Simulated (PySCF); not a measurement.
**Which determinant of AlO lies lowest?**

Unrestricted PBE0; basis Al pcseg-1, O pcseg-1; no relativity; PySCF 2.14. Outer shells of the fragments: Al 3s2 3p1; O 2s2 2p4.

Followed along the bond (rough minima from three points):

```csv
2Ms+1,unpaired,⟨S²⟩ at the start,R at minimum (Å),Te (eV)
2,σ ↑,0.77,1.64,0.00
2,π ↑,0.75,1.81,0.48
4,"σ ↑, π ↑↑",3.75,1.82,3.22
```

Solutions found at the starting distance of 1.795 Å, counted from the lowest of them; the search is not exhaustive and high or unbound solutions are not listed, so other states can lie among these:

| 2Ms+1 | unpaired | term | E (eV) | ⟨S²⟩ | ⟨Lz²⟩ | μ (D) |
| --- | --- | --- | --- | --- | --- | --- |
| 2 | σ ↑ | ²Σ⁺ | 0.00 | 0.77 | 0.00 | -4.10 |
| 2 | π ↑ | ²Π | 0.17 | 0.75 | 1.01 | -1.41 |
| 4 | σ ↑, π ↑↑ | mixed | 2.92 | 3.75 | 2.00 | -2.24 |
| 4 | σ ↑, π ↑↑ | mixed | 3.16 | 3.75 | 2.00 | -2.28 |
| 2 | π ↑ | mixed | 3.95 | 1.32 | 1.00 | -4.07 |
| 4 | σ ↑↑, π ↑ | ⁴Π | 4.83 | 3.75 | 1.00 | -2.68 |

A term symbol is given only where ⟨S²⟩ and ⟨Lz²⟩ are close to those of a pure state; real π, δ and φ orbitals otherwise mix terms. A positive dipole means Al(−)O(+).

**Question.** Compare the gap between the two lowest followed solutions at the starting distance with the gap between their minima.

**Answer.** At PBE0 the second solution (doublet, unpaired electrons π ↑) lies +0.17 eV from the first (doublet, unpaired electrons σ ↑) at 1.795 Å and +0.48 eV at the minima; the two curves relax by different amounts, since their minima lie near 1.81 and 1.64 Å.

Counting both spins, an empty level lies below a filled one in some of these solutions, because spin and occupation are held.
